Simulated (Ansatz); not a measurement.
## Match the barriers

Saddle point of AlH₇O₂, singlet (AlH₃ + H₂O + H₂O → AlH₃O ([OH][AlH2]) + H₂O + H₂; bonds formed: H2–H7, H5–O8; dative contacts that become bonds: Al1–O6; bonds broken: Al1–H2, H5–O6, H7–O8), PBE0-D4/def2-TZVP structure:

```csv
atom,x (Å),y (Å),z (Å)
Al1,-1.0480,0.4341,-0.6716
H2,-0.8096,-1.1895,-0.0851
H3,-1.1687,0.3662,-2.2565
H4,-2.1937,1.0223,0.2582
H5,1.1253,0.0248,0.5067
O6,0.5977,1.0441,-0.1763
H7,0.0966,-1.2004,0.4458
O8,1.1657,-0.9910,0.9336
H9,1.1546,1.4415,-0.8468
H10,1.0802,-0.9521,1.8920
```

Ansatz 0.2.0; basis: def2-TZVPP, with def2-QZVPP for the basis limit; cores frozen in the correlated methods. Extrapolation: Hartree–Fock as exp(−7.88 √X), correlation as X^−2.97. Four methods, as single points on the PBE0-D4 structures, gave these electronic barriers from the start structure: 35.6, 43.1, 49.3, 100.4 kJ/mol.

The methods were, in alphabetical order, BLYP-D4, HF, MP2, PBE0-D4. Which gave which? (A judgement: the text doesn't fix the answer.)

The calculation gives: BLYP-D4 35.6; PBE0-D4 43.1; MP2 49.3; HF 100.4 kJ/mol. For comparison, CCSD(T) at an estimated basis limit (MP2 extrapolated from triple and quadruple zeta, plus CCSD(T) − MP2 in triple zeta) gives 56.6 kJ/mol.

T1 diagnostic: at most 0.011.

The step is the kind of ligand exchange by which a precursor binds to a hydroxyl group, or is hydrolysed, in atomic layer deposition of oxides.

Labels in which every atom is bracketed show which atoms are joined, not bond orders.

For scale, one of the runs: CCSD(T)/def2-TZVPP, 202 basis functions (an equivalent command: `ansatz run in.yaml --threads 2`). Hardware: 2 CPU threads, shared host. Wall time 36 s; peak host memory 2.7 GiB.
